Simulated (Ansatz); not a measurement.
in.yaml

```yaml
crystal:
  periodic: [false, false, false]
  atoms:
    - {symbol: Al, position_ang: [0.000000, 0.000000, -1.046034]}
    - {symbol: Al, position_ang: [0.000000, 0.000000, 1.170748]}
    - {symbol: H, position_ang: [0.000000, 1.235426, -1.669235]}
    - {symbol: H, position_ang: [0.000000, -1.235426, -1.669235]}
basis:
  gaussian: {orbitals: 6-31G}
magnetization: {spin_polarized: false, initial_magnetization: 2}
correlation: {method: sc_nevpt2, electrons: outside_noble_gas, active_space: {window: {electrons: 4, orbitals: 4}}}
```

```sh
$ ansatz run in.yaml --threads 1 --pin off --events-out ev --progress --plain --max-ram 2393MiB
```

Output:

```
340 factors; integrals over basis functions are off by at most 1.2e-4 eV
mean field evaluation 1: about -13191.7496 eV, gradient 7.2e0 eV
mean field evaluation 2: about -13191.7628 eV, gradient 7.2e0 eV
mean field evaluation 4: about -13192.5654 eV, gradient 1.1e0 eV
mean field evaluation 8: about -13192.6527 eV, gradient 1.2e-2 eV
mean field evaluation 16: about -13191.8661 eV, gradient 3.0e-3 eV
mean field evaluation 32: about -13192.2273 eV, gradient 1.6e0 eV
mean field -13192.65265892 eV, -484.8210429142 hartree, gradient 1.4e-6 eV, S^2 2.000000; 6 other end points of the search recorded, 0 dependent functions left out
reference -13192.65265892 eV, -484.8210429142 hartree; 15, 13 occupied and 15, 17 virtual orbitals, 340 factors
state -13193.02141729 eV, -484.8345945343 hartree
state -13193.02141729 eV, -484.8345945343 hartree; corrected -13194.12264348 eV, -484.8750638503 hartree
state -13192.85108689 eV, -484.8283350077 hartree
state -13192.85108689 eV, -484.8283350077 hartree; corrected -13194.13458768 eV, -484.8755027916 hartree
state -13192.85108689 eV, -484.8283350077 hartree; corrected -13194.13458768 eV, -484.8755027916 hartree
the orbitals are reached from a further start. From the first start the search ends at -13193.02141668 eV, -484.8345945119 hartree
WARN: the results are in doubt because another end's mean lies 0.170 eV lower, and its corrected mean 0.012 eV higher
Total energy: -13194.13458768 eV, -484.8755027916 hartree
In doubt: another end's mean lies 0.170 eV lower, and its corrected mean 0.012 eV higher
```

Natural occupations: 1.9778 1.0000 0.9964 0.0258.

For the same geometry and basis full CI lies 611.9 meV lower.

Ran on 1 thread of Arm Neoverse V1, shared host: 0.81 s wall, 0.07 GiB peak host memory.
